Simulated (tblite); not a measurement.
C4H7N2 (doublet state).
Atom-mapped SMILES: `[CH2:1]=[CH:2][N:3][CH2:4][N:5]=[CH2:6]` (hydrogens: H7, H8 on C1; H9 on C2; H10, H11 on C4; H12, H13 on C6)

Cartesian coordinates in Å at the GFN2-xTB level; atoms count from 1:
```
atom  x, y, z in Å
C1     2.4755    0.5718    0.2626
C2     1.4496   -0.2109   -0.1950
N3     0.2212    0.2356   -0.2438
C4    -0.8006   -0.5982   -0.7420
N5    -2.0081   -0.5741    0.0374
C6    -2.2957    0.3725    0.8033
H7     3.4870    0.2107    0.2826
H8     2.2829    1.5760    0.5928
H9     1.6788   -1.2303   -0.5357
H10   -1.0893   -0.2534   -1.7488
H11   -0.5048   -1.6606   -0.8411
H12   -3.2221    0.3040    1.3558
H13   -1.6788    1.2574    0.9543
```

Level: GFN2-xTB in tblite, geometry and Hessian alike; calculated harmonic values, unscaled, isolated species. Errors from tens to a few hundred cm⁻¹ against measured bands are possible. One conformer, not necessarily the lowest. Open shells enter through the occupations alone, without spin polarisation, and single modes of such species can be off by tens of per cent.

Harmonic wavenumbers (cm⁻¹): 71.6, 119.2, 145.1, 245.3, 318.3, 480.9, 526.1, 566.7, 641.3, 782.4, 910.7, 948.5, 974.5, 983.6, 988.6, 1106.9, 1149.5, 1162.9, 1277.5, 1288.0, 1331.2, 1392.0, 1398.3, 1432.7, 1482.7, 1747.7, 2776.7, 2838.2, 2846.5, 2956.2, 3065.0, 3124.7, 3167.8.

A = 11327, B = 1881, C = 1673 MHz; mass 83.061 u (most abundant isotopes); point group C1, symmetry number 1; spin multiplicity 2.

Task: Zero-point energy?

Result: Half the sum of the wavenumbers: 22124 cm⁻¹ = 63.26 kcal/mol.

Task: What is S at 400 K and 1 bar for an ideal gas of classical rigid rotors and harmonic oscillators?

Result: Translation 40.65, rotation 27.48, vibration 22.59, spin (R ln 2) 1.38: S = 92.1 cal/(mol K).

Task: And Cp and H(400 K) − H(0)?

Result: Cp = 32.70 cal/(mol K), of which vibrations give 24.75 (their classical limit is 33 R = 65.6); H(400 K) − H(0) = 8.02 kcal/mol without the zero-point energy, 4.84 from vibrations.

Task: Blend soft modes into free rotors: weight 1/[1 + (100 cm⁻¹/ν̃)⁴] for the oscillator and the rest for a rotor with moment μB/(μ + B), μ = h/(8π²ν), B = 10⁻⁴⁴ kg m². What vibrational entropy results?

Result: 21.31 cal/(mol K) in place of 22.59, which changes −T·S at 400 K by +0.51 kcal/mol.

Task: Which modes carry the vibrational entropy at 400 K?

Result: 71.6 cm⁻¹: 4.69; 119.2 cm⁻¹: 3.69; 145.1 cm⁻¹: 3.30; 245.3 cm⁻¹: 2.30; 318.3 cm⁻¹: 1.82; 480.9 cm⁻¹: 1.13 cal/(mol K); the other 27 give 5.67 together.

Task: How do the functions run with temperature in this model?

Result: 
```json
{"T (K)": "50", "S (cal/(mol K))": "54.3", "Cp (cal/(mol K))": "10.8", "H − H(0) (kcal/mol)": "0.45", "G − H(0) (kcal/mol)": "-2.27", "ln q(vib)": "0.19"}
{"T (K)": "100", "S (cal/(mol K))": "62.9", "Cp (cal/(mol K))": "14.2", "H − H(0) (kcal/mol)": "1.08", "G − H(0) (kcal/mol)": "-5.22", "ln q(vib)": "0.81"}
{"T (K)": "298.15", "S (cal/(mol K))": "83.5", "Cp (cal/(mol K))": "26.1", "H − H(0) (kcal/mol)": "5.02", "G − H(0) (kcal/mol)": "-19.88", "ln q(vib)": "3.75"}
{"T (K)": "373.15", "S (cal/(mol K))": "89.9", "Cp (cal/(mol K))": "31.0", "H − H(0) (kcal/mol)": "7.16", "G − H(0) (kcal/mol)": "-26.38", "ln q(vib)": "4.88"}
{"T (K)": "500", "S (cal/(mol K))": "100.0", "Cp (cal/(mol K))": "38.4", "H − H(0) (kcal/mol)": "11.58", "G − H(0) (kcal/mol)": "-38.43", "ln q(vib)": "6.81"}
{"T (K)": "750", "S (cal/(mol K))": "117.7", "Cp (cal/(mol K))": "48.7", "H − H(0) (kcal/mol)": "22.56", "G − H(0) (kcal/mol)": "-65.71", "ln q(vib)": "10.60"}
{"T (K)": "1000", "S (cal/(mol K))": "132.7", "Cp (cal/(mol K))": "55.4", "H − H(0) (kcal/mol)": "35.63", "G − H(0) (kcal/mol)": "-97.06", "ln q(vib)": "14.20"}
```

q(vib) and H(0) count from the zero-point level.

Task: What must be added to the electronic energy to get the Gibbs energy at 400 K and 1 bar?

Result: ZPE + [H(400 K) − H(0)] − T·S = 63.26 + 8.02 − 36.84 = 34.44 kcal/mol.

Hindered rotation and anharmonicity are outside this model. Other conformers, if any are populated, would add a mixing term that is left out. The structure is chiral; the term R ln 2 for an equal mix with its mirror image is left out.

Hardware: one thread, Intel Xeon Platinum 8488C (x86_64), no GPU, shared host. Cost: 0.29 s of wall time. The figure is for the frequency step alone.
